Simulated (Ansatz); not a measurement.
Basis sets compared for (LiH)2 ring (Li2H2). The state is a singlet with charge 0. Geometry PBE-D4/def2-TZVP. Ansatz on 4 threads of Intel Xeon on a shared host; times are rough, and most runs start from earlier orbitals.

Cartesian coordinates in Å:
```
Li 0.4228 1.0462 0.1730
H -1.2113 0.4413 0.2913
Li -0.4228 -1.0462 -0.1729
H 1.2113 -0.4413 -0.2914
```

Binding counts from free atoms (Li doublet, H doublet) in the same basis, without a counterpoise term.

| level | functions | energy (Eh) | HOMO (eV) | LUMO (eV) | binding per atom (eV) | wall time |
| --- | --- | --- | --- | --- | --- | --- |
| HF/6-31G | 22 | -16.0283 | -8.54 | 0.89 | 1.15 | 0.21 s |
| HF/def2-TZVP | 40 | -16.0431 | -8.63 | 0.89 | 1.21 | 0.16 s |
| PBE-D4/def2-SVP | 28 | -16.1551 | -4.53 | -0.84 | 1.70 | 0.4 s |
| PBE-D4/def2-TZVP (with forces) | 40 | -16.1685 | -4.68 | -0.89 | 1.67 | 0.45 s |
| r2SCAN-D4/def2-TZVP | 40 | -16.2086 | -4.88 | -0.11 | 1.70 | 0.95 s |
| PBE0-D4/def2-SVP | 28 | -16.1682 | -5.69 | -0.37 | 1.69 | 0.45 s |
| PBE0-D4/def2-TZVP | 40 | -16.1801 | -5.81 | -0.39 | 1.66 | 0.46 s |

Q: Estimate the rows for PBE-D4/def2-TZVPD, r2SCAN-D4/def2-TZVPD, PBE0-D4/def2-TZVPD.

A: 
| level | functions | energy (Eh) | HOMO (eV) | LUMO (eV) | binding per atom (eV) | wall time |
| --- | --- | --- | --- | --- | --- | --- |
| PBE-D4/def2-TZVPD | 52 | -16.1705 | -4.66 | -0.92 | 1.68 | 0.51 s |
| r2SCAN-D4/def2-TZVPD | 52 | -16.2110 | -4.84 | -0.11 | 1.71 | 0.96 s |
| PBE0-D4/def2-TZVPD | 52 | -16.1824 | -5.78 | -0.45 | 1.68 | 0.51 s |
